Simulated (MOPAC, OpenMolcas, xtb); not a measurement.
## SiN2H5 (SMILES N[SiH]N): methods side by side

SiN2H5 has 8 atoms, charge 0, and is taken as a doublet. As SMILES, `N[SiH]N`. The coordinates come from a PBE0-D4/def2-TZVP relaxation. This is one conformer, not always the lowest.

Quantity: the vertical ionisation energy (to the singlet cation), in eV. The values are calculated.

```
            level             kind     program  value (eV)
              PM6   semi-empirical       MOPAC        6.46
         GFN1-xTB   semi-empirical         xtb       11.11
    UHF/def2-SVPD     Hartree–Fock  OpenMolcas        7.17
 USVWN5/def2-SVPD              LDA  OpenMolcas        7.07
  UBLYP/def2-SVPD              GGA  OpenMolcas        6.94
 UM06-L/def2-SVPD         meta-GGA  OpenMolcas        7.10
 UB3LYP/def2-SVPD    global hybrid  OpenMolcas        7.26
UM06-2X/def2-SVPD  hybrid meta-GGA  OpenMolcas        7.31
```

The values span 6.46 to 11.11 eV. The xTB values lack the empirical shift that such differences need.
